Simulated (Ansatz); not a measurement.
Worked example: correlation energy of H2Si–GeH, doublet

Geometry: a PBE0/def2-TZVP stationary point for this spin, not checked as a minimum.

```xyz
5

Si    0.0000    0.0181    1.6516
Ge    0.0000   -0.0284   -0.7002
H     0.0000    1.1857    2.5806
H     0.0000   -1.2094    2.4992
H     0.0000    1.5656   -0.6371
```

Basis cc-pVDZ; Ansatz 0.2.0. Correlated methods freeze the noble-gas cores and the filled d shells of p-block atoms, which leaves 11 electrons in 41 orbitals. R marks a restricted (for open shells ROHF) determinant, U an unrestricted one. No spin–orbit coupling is included, and no scalar relativity.

Full CI isn't at hand for all of this; UCCSDT(Q) serves as the reference, and is uncertain by about the last step of the cluster series.

Runs differ by some tens of microhartree through their thresholds and, for an open shell, their frozen cores, so steps under 0.03 kcal/mol mean nothing.

```tsv
level	total energy (hartree)
UHF	-2365.944669
UMP2	-2366.111095
UCCSD	-2366.152070
UCCSD(T)	-2366.158505
UCCSDT	-2366.159906
UCCSDT(Q)	-2366.160270
```

Question: What is the correlation energy at UCCSDT(Q), and what share of it do UMP2 and UCCSDT recover?

Answer: E(corr) = -2366.160270 − (-2365.944669) = -0.215601 hartree = -5.867 eV. UMP2: -0.166426 / -0.215601 = 77.19 %. UCCSDT: -0.215237 / -0.215601 = 99.83 %.

Question: By how many kcal/mol does UCCSD(T) miss UCCSDT(Q) (1 hartree = 627.509 kcal/mol), and which steps make up the rest?

Answer: -2366.158505 − (-2366.160270) = 0.001765 hartree = 1.11 kcal/mol. Steps: UCCSDT − UCCSD(T) = -0.88, UCCSDT(Q) − UCCSDT = -0.23 kcal/mol. Differences between like states or geometries often cancel part of this.
